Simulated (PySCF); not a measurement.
# C2HF2O radical: open-shell or spin-flip excitations

Wanted: open-shell or spin-flip excitations for C2HF2O radical (`O=[C]C(F)F`).

Programs: PySCF 2.14.0, with routines of our own; each step states its level. All values are computed. Atoms count from 0.

## Step 1: The system as given

6 atoms, charge 0, multiplicity 2; geometry from: GFN2-xTB.

## Step 2: Open-shell or spin-flip excitations: unrestricted TDDFT CAM-B3LYP/def2-SVPD

What the job is given:

```
{"job": {"kind": "uabs", "xc": "CAM-B3LYP", "basis": "def2-SVPD", "nstates": 10, "tda": false}, "charge": 0, "multiplicity": 2}
O      1.963691    -0.471239    -0.053669
C      1.075243     0.298106     0.035684
C     -0.417402     0.081548     0.044650
F     -1.078361     1.168822    -0.392585
F     -0.806502    -0.951669    -0.740555
H     -0.733547    -0.123578     1.084901
```

With the program's defaults for keys left out, this is: unrestricted TDDFT CAM-B3LYP/def2-SVPD, vertical, gas phase, core orbitals frozen in the response.

The run is started by

```bash
> OMP_NUM_THREADS=1 python excited_run.py task.json out
```

One launch serves the whole session: the jobs run in the order shown.

Output:

```text
coarse grid: 6056 points
cycle   1  E = -351.0421864916  dE =  8.229e-01  |g| = 6.935e-01  |ddm| = 2.358e+00
cycle   2  E = -350.6777861999  dE =  3.644e-01  |g| = 1.244e+00  |ddm| = 1.505e+00
cycle   3  E = -351.2305328261  dE = -5.527e-01  |g| = 1.301e-01  |ddm| = 8.875e-01
cycle   4  E = -351.2357758714  dE = -5.243e-03  |g| = 5.586e-02  |ddm| = 1.387e-01
cycle   5  E = -351.2369253400  dE = -1.149e-03  |g| = 1.016e-02  |ddm| = 7.276e-02
cycle   6  E = -351.2369888871  dE = -6.355e-05  |g| = 3.585e-03  |ddm| = 2.603e-02
cycle   7  E = -351.2370025856  dE = -1.370e-05  |g| = 1.093e-03  |ddm| = 1.392e-02
cycle   8  E = -351.2370052116  dE = -2.626e-06  |g| = 4.993e-04  |ddm| = 5.573e-03
final grid: 62208 points
cycle   9  E = -351.2946001431  dE = -1.630e-05  |g| = 2.684e-03  |ddm| = 1.753e-02
cycle  10  E = -351.2945990533  dE =  1.090e-06  |g| = 3.405e-03  |ddm| = 4.029e-03
cycle  11  E = -351.2946026159  dE = -3.563e-06  |g| = 3.206e-04  |ddm| = 2.112e-03
cycle  12  E = -351.2946026723  dE = -5.642e-08  |g| = 2.504e-04  |ddm| = 5.180e-04
cycle  13  E = -351.2946027268  dE = -5.451e-08  |g| = 7.231e-05  |ddm| = 4.212e-04
cycle  14  E = -351.2946027552  dE = -2.835e-08  |g| = 4.765e-05  |ddm| = 4.541e-04
cycle  15  E = -351.2946027728  dE = -1.760e-08  |g| = 2.066e-05  |ddm| = 5.323e-04
cycle  16  E = -351.2946027751  dE = -2.297e-09  |g| = 8.971e-06  |ddm| = 2.014e-04
cycle  17  E = -351.2946027753  dE = -2.519e-10  |g| = 5.820e-06  |ddm| = 6.054e-05
converged SCF energy = -351.2946027753

Static polarisability (au): isotropic 29.704, principal 25.052 28.469 35.590

<S^2> of the reference = 0.7535 (exact 0.7500)

Excitations
state   eV       nm        f      <S^2>   main configurations
  1   2.0705    598.8   0.00115   0.758   Ha->La 0.97
  2   6.0137    206.2   0.01685   1.456   H-1b->Lb 0.30, Hb->Lb 0.22, H-3a->La 0.21
  3   6.3945    193.9   0.00858   0.797   Ha->L+1a 0.69, Ha->L+2a 0.22
  4   6.5775    188.5   0.00450   1.949   H-1b->L+1b 0.21, Hb->L+1b 0.21, H-3b->Lb 0.16, H-1b->Lb 0.08
  5   6.6130    187.5   0.00437   1.880   Hb->Lb 0.30, H-3b->L+1b 0.20, H-3a->La 0.13
  6   6.9573    178.2   0.00453   1.275   H-1b->Lb 0.28, Hb->Lb 0.18, H-1b->L+1b 0.18
  7   7.1154    174.2   0.01901   0.857   Ha->L+2a 0.58, Ha->L+1a 0.22
  8   7.2547    170.9   0.01086   0.836   H-3b->Lb 0.42, Hb->Lb 0.20, H-1b->Lb 0.10
  9   7.5940    163.3   0.00122   2.419   H-1a->La 0.48, H-1b->L+1b 0.23
 10   7.7936    159.1   0.02722   0.779   Ha->L+3a 0.55, Ha->L+4a 0.33
```

Wall time 32 s (1 thread of Arm Neoverse N1, shared host); peak memory 0.49 GiB.

In short:

| quantity | value |
| --- | --- |
| ⟨S²⟩ | 0.753 |

Löwdin spin populations:

| atom | value (e) |
| --- | --- |
| O0 | 0.32 |
| C1 | 0.51 |
| C2 | 0.12 |
| F3 | 0.01 |
| F4 | 0.04 |
| H5 | 0.01 |

With diffuse functions Löwdin's scheme smears the spin, so small populations can have the wrong sign.

## Step 3: Open-shell or spin-flip excitations: unrestricted TDA M06/pcseg-2 in water

What the job is given:

```
{"job": {"kind": "uabs", "xc": "M06", "basis": "pcseg-2", "nstates": 10, "tda": true, "solvent": "water", "scf": {"conv": 1e-07, "fallback": true}}, "charge": 0, "multiplicity": 2}
O      1.963691    -0.471239    -0.053669
C      1.075243     0.298106     0.035684
C     -0.417402     0.081548     0.044650
F     -1.078361     1.168822    -0.392585
F     -0.806502    -0.951669    -0.740555
H     -0.733547    -0.123578     1.084901
```

Level: unrestricted TDA M06/pcseg-2, vertical, IEF-PCM water (non-equilibrium linear response), core orbitals frozen in the response.

Output:

```text
final grid: 62208 points
cycle   1  E = -351.4728463249  dE =  8.182e-01  |g| = 6.950e-01  |ddm| = 1.505e+00
cycle   2  E = -350.9622519798  dE =  5.106e-01  |g| = 1.380e+00  |ddm| = 1.000e+00
cycle   3  E = -351.6311829842  dE = -6.689e-01  |g| = 1.649e-01  |ddm| = 7.026e-01
cycle   4  E = -351.6393494322  dE = -8.166e-03  |g| = 6.093e-02  |ddm| = 1.051e-01
cycle   5  E = -351.6405589425  dE = -1.210e-03  |g| = 6.836e-03  |ddm| = 3.631e-02
cycle   6  E = -351.6405851511  dE = -2.621e-05  |g| = 2.938e-03  |ddm| = 8.607e-03
cycle   7  E = -351.6405903849  dE = -5.234e-06  |g| = 1.147e-03  |ddm| = 3.947e-03
cycle   8  E = -351.6405917710  dE = -1.386e-06  |g| = 6.286e-04  |ddm| = 2.032e-03
cycle   9  E = -351.6405921136  dE = -3.426e-07  |g| = 3.537e-04  |ddm| = 9.495e-04
cycle  10  E = -351.6405922431  dE = -1.295e-07  |g| = 1.233e-04  |ddm| = 5.852e-04
cycle  11  E = -351.6405922719  dE = -2.874e-08  |g| = 5.651e-05  |ddm| = 2.979e-04
converged SCF energy = -351.6405922719

Static polarisability (au): isotropic 33.263, principal 27.040 31.636 41.113

<S^2> of the reference = 0.7529 (exact 0.7500)

Excitations
state   eV       nm        f      <S^2>   main configurations
  1   1.9414    638.6   0.00162   0.757   Ha->La 0.99
  2   5.9412    208.7   0.00905   0.769   Ha->L+1a 0.92
  3   5.9882    207.0   0.01775   0.842   Hb->Lb 0.65, H-1b->Lb 0.17
  4   6.4407    192.5   0.01316   0.996   H-1b->Lb 0.48, Hb->Lb 0.24
  5   6.5986    187.9   0.02542   0.812   Ha->L+2a 0.85
  6   6.7731    183.1   0.00567   1.985   H-1a->La 0.23, H-3b->Lb 0.21, Hb->L+1b 0.20
  7   7.0069    176.9   0.00542   1.353   H-3b->Lb 0.48, Hb->L+1b 0.19
  8   7.2048    172.1   0.00344   2.322   H-1b->L+1b 0.34, H-3b->L+1b 0.17, H-3a->La 0.14
  9   7.4532    166.4   0.01192   2.005   H-1a->La 0.46, H-1b->L+1b 0.21, H-3b->L+1b 0.12
 10   7.7928    159.1   0.03032   1.237   Hb->L+1b 0.49, H-1b->L+1b 0.21, H-1a->La 0.13
```

Run time: 64 s. Hardware: 1 thread of Arm Neoverse N1, shared host; peak memory 0.62 GiB.

From this job:

| quantity | value |
| --- | --- |
| ⟨S²⟩ | 0.753 |

## Step 4: Results

| quantity | value |
| --- | --- |
| lowest and brightest state of nearly pure spin, of 10 (step 2, unrestricted TDDFT CAM-B3LYP/def2-SVPD) | 2.07 eV; 7.79 eV, f = 0.027 |
| lowest and brightest state of nearly pure spin, of 10 (step 3, unrestricted TDA M06/pcseg-2 in water) | 1.94 eV; 6.60 eV, f = 0.025 |

What this shows: States whose ⟨S²⟩ lies well above the reference's are mixtures of spin states, an artefact of the unrestricted response, and are left out of the summary. The lowest state of nearly pure spin runs from 1.94 to 2.07 eV over the runs.
